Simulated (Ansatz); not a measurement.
## GaSi, quartet: stretch scan

Starting geometry (PBE0/def2-TZVP stationary point for this spin):

```xyz
2

Si    0.0000    0.0000    0.0000
Ga    0.0000    0.0000    2.4181
```

From there Ga2 moves along the line of the two atoms named below, all else staying in place; atoms are numbered as listed. Energies are in kJ/mol, counted from the starting geometry at the same level.

Basis cc-pVDZ; Ansatz 0.2.0. Correlated methods freeze the noble-gas cores and the filled d shells of p-block atoms. Prefix R: restricted or restricted open-shell reference. No spin–orbit coupling is included, and no scalar relativity.

Full CI is exact within this basis and frozen core; it isn't the basis-set limit.

```
distance Si1-Ga2 (Å)   RMP2
               1.932  190.7
               2.192   31.1
               2.418    0.0
               2.700   14.0
               2.987   50.6
               3.385  107.9
               3.944  164.3
               4.540  191.3
               5.430  204.9
               6.616  208.8
               8.146  209.7
```

Question: Estimate the full CI curve in cc-pVDZ from this one, knowing how RMP2 errs.

Answer: The computed full CI values, in kJ/mol from the starting point, and the error of RMP2 against them:
```
distance Si1-Ga2 (Å)  full CI  RMP2 less full CI
               1.932    197.7               -7.1
               2.192     36.0               -5.0
               2.418      0.0                0.0
               2.700     10.7                3.2
               2.987     44.2                6.4
               3.385     95.2               12.7
               3.944    150.5               13.7
               4.540    183.0                8.4
               5.430    200.0                4.8
               6.616    204.8                4.0
               8.146    205.9                3.8
```

The error spans 20.8 kJ/mol and is largest, 13.7 kJ/mol, at 3.944 Å.
